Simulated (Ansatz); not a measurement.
# Stretching triplet B2

The B–B distance is varied.

Basis set: def2-SVP (spherical functions). Correlated methods keep 2 orbitals frozen. Correlation on ROHF uses semicanonical orbitals with singles. Charge 0, multiplicity 3.

Computed with Ansatz (development build ahead of 0.2.0), each point on the determinant that the search for low states chose. Each curve is measured from its own lowest point listed.

```tsv
r(B–B) (Å)	ROHF (eV)	UHF (eV)	UHF-MP2 (eV)
1.430	0.943	0.247	0.331
1.460	0.826	0.126	0.191
1.490	0.701	0.048	0.093
1.520	0.508	0.008	0.031
1.550	0.353	0.000	0.002
1.580	0.231	0.021	0.000
1.610	0.139	0.066	0.022
1.650	0.056	0.158	0.083
1.680	0.019	0.247	0.149
1.710	0.001	0.350	0.229
1.740	0.000	0.459	0.529
1.770	0.013	0.522	0.603
1.800	0.039	0.590	0.672
1.820	0.062	0.638	0.718
1.850	0.104	0.715	0.788
1.890	0.173	0.822	0.884
1.920	0.233	0.907	0.958
1.950	0.298	0.994	1.032
1.980	0.368	1.082	1.107
2.020	0.467	1.200	1.208
2.080	0.623	1.377	1.356
2.140	0.784	1.547	1.501
2.200	0.946	1.707	1.643
2.260	1.104	1.853	1.778
2.310	1.223	1.962	1.885
2.370	1.329	2.076	2.002
```

(1) Give the ROHF-MP2 curve at the same distances.

Results:

(1) (r (Å), E (eV)): (1.430, 1.020), (1.460, 0.883), (1.490, 0.764), (1.520, 0.585), (1.550, 0.420), (1.580, 0.288), (1.610, 0.186), (1.650, 0.088), (1.680, 0.041), (1.710, 0.012), (1.740, 0.000), (1.770, 0.002), (1.800, 0.016), (1.820, 0.032), (1.850, 0.063), (1.890, 0.117), (1.920, 0.165), (1.950, 0.219), (1.980, 0.276), (2.020, 0.358), (2.080, 0.488), (2.140, 0.620), (2.200, 0.747), (2.260, 0.857), (2.310, 0.922), (2.370, 1.122)

Caution for ROHF at some points, ROHF-MP2 at some points: an unrestricted determinant lies well below. Caution for UHF at some points, UHF-MP2 at some points: the unrestricted determinant is a mixture of spin states. Caution for ROHF-MP2 at some points: other determinants can give a lower correlated total. Caution for ROHF-MP2 at some points, UHF-MP2 at some points: forces differ strongly between restricted and unrestricted references; bonds are stretched, where a single reference can fail.
